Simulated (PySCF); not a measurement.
Continuum solvent and chemical shifts

Atoms are numbered as in `[CH3:1][CH:2]1[CH2:3][CH2:4]1`; H(Xn) means a hydrogen on atom n. Ha(C3), Ha(C4) are cis to C1 on the ring; Hb(C3), Hb(C4) are trans to C1 on the ring.

GIAO PBE0/pcSseg-1 in PySCF 2.14.0 with density-fitted response routines on one PBE0-D3(BJ)/def2-SVP conformer, non-relativistic, equivalent nuclei averaged. Solvents enter as an IEF-PCM continuum (chloroform with ε = 4.7, acetone with ε = 20.5) around the gas-phase geometry. Shifts are referred to TMS computed in the same medium.

Gas phase, δ in ppm: C1 21.3, C3/C4 7.2, C2 6.6, H(C1) 1.02, H(C2) 0.51, Hb(C3)/Hb(C4) 0.43, Ha(C3)/Ha(C4) -0.06. Dipole moment 0.15 D.

(1) How does each δ change in the continuum?

(2) Which of the listed nuclei move most (in ppm), and what does the model miss?

Answers

(1) 
```tsv
atoms	environment	Δδ, chloroform	Δδ, acetone
C1	methyl carbon	0.0	0.0
C3/C4	three-membered-ring carbon	-0.1	-0.2
C2	three-membered-ring carbon	+0.3	+0.4
H(C1)	hydrogen on a methyl carbon	0.00	+0.01
H(C2)	hydrogen on a three-membered-ring carbon	+0.05	+0.07
Hb(C3)/Hb(C4)	hydrogen on a three-membered-ring carbon	0.00	+0.01
Ha(C3)/Ha(C4)	hydrogen on a three-membered-ring carbon	+0.03	+0.04
```

Changes are relative to the gas phase. The dipole moment becomes 0.17 D in chloroform, 0.18 D in acetone.

(2) C2 (three-membered-ring carbon, +0.4 ppm) in acetone. A continuum only polarises the solute; specific hydrogen bonds, the anisotropy of aromatic solvents and changes of geometry or conformer are outside it.
